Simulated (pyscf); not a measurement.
Four-centre exchange: H₃C–AlH–CH₃ (SMILES [CH3][AlH][CH3]) + HO–SiH₃ (SMILES O[SiH3]) -> H₃C–Al(CH₃)–O–SiH₃ (SMILES [CH3][Al]([CH3])[O][SiH3]) + H₂ (SMILES [H][H])

Gas phase, singlet surface, charge 0. Bonds broken: Al2–H7, O11–H13. Bonds formed: Al2–O11, H7–H13. Single points on ωB97X-D3(BJ)/def2-SVP structures (PySCF, gas phase).

Transition state (Å):

```xyz
16

C     -3.0867     2.1578    -0.5501
Al    -1.6752     0.9275     0.0003
C     -1.3046    -0.8033    -0.8344
H     -2.9838     2.4376    -1.6135
H     -4.0867     1.7040    -0.4366
H     -3.0777     3.0894     0.0394
H     -1.5232     0.8599     1.7622
H     -2.1932    -1.4581    -0.8382
H     -1.0021    -0.6786    -1.8899
H     -0.4956    -1.3541    -0.3248
O     -0.0443     1.7947     0.4631
Si     1.5893     1.6634     0.0861
H     -0.6103     1.3806     1.4182
H      1.7109     1.6116    -1.3963
H      2.3158     2.8451     0.6220
H      2.1479     0.4196     0.6870
```

One imaginary mode, 1230i cm⁻¹; descent along it reached the two sides named, in the forms told below.

```csv
bond,change,reactant side (Å),saddle,product side
Al2–H7,breaks,1.611,1.770,2.445
O11–H13,breaks,0.966,1.185,2.7
Al2–O11,forms,2.022,1.904,1.716
H7–H13,forms,2.6,1.106,0.763
```

Electronic energies relative to the separated reactants (kJ/mol):

| level | barrier | reaction energy | reverse barrier |
|---|---|---|---|
| ωB97X-D3(BJ)/def2-TZVP | -41.8 | -155.8 | 114.0 |
| PBE/def2-TZVP | -42.3 | -143.2 | 100.9 |
| r²SCAN/def2-TZVP | -51.4 | -158.3 | 106.9 |
| B3LYP-D3(BJ)/def2-TZVP | -40.4 | -157.4 | 117.0 |
| PBE0-D3(BJ)/def2-TZVP | -45.1 | -147.1 | 102.0 |
| M06-2X/def2-TZVP | -41.8 | -166.5 | 124.8 |
| ωB97M-D3(BJ)/def2-TZVP | -33.9 | -151.2 | 117.3 |
| HF/def2-TZVP | 23.8 | -145.4 | 169.2 |

With ωB97M-D3(BJ)/def2-TZVP energies and thermal terms (ideal gas, 1 atm, RRHO with modes under 100 cm⁻¹ raised to 100, one conformer, R ln 2 for chiral ones without a mode under 150 cm⁻¹), in kJ/mol:

```json
[
 {"T (K)": "298", "ΔH‡": "-37.8", "ΔG‡": "12.0", "ΔH": "-158.0", "ΔG": "-145.4"},
 {"T (K)": "600", "ΔH‡": "-37.2", "ΔG‡": "62.4", "ΔH": "-153.5", "ΔG": "-134.6"},
 {"T (K)": "900", "ΔH‡": "-35.0", "ΔG‡": "111.7", "ΔH": "-150.4", "ΔG": "-125.8"},
 {"T (K)": "1200", "ΔH‡": "-32.0", "ΔG‡": "160.2", "ΔH": "-148.0", "ΔG": "-118.0"}
]
```

On the reactant side the descent ends in an adduct with a Al–O contact, 87.1 kJ/mol under the separated species and 45.3 kJ/mol under the saddle at ωB97X-D3(BJ)/def2-TZVP. At ωB97X-D3(BJ)/def2-TZVP, PBE, r²SCAN, B3LYP-D3(BJ), PBE0-D3(BJ), M06-2X, ωB97M-D3(BJ) the saddle lies under the separated reactants, which points to a path from their complex (located at ωB97X-D3(BJ) alone). What is counted as formed (Al–O) is already present as a longer contact in the reactant adduct; forming that adduct is a step of its own. At the saddle there is also a short Al–H contact that neither side keeps. This is the saddle that the search found; another between the same sides may lie lower.
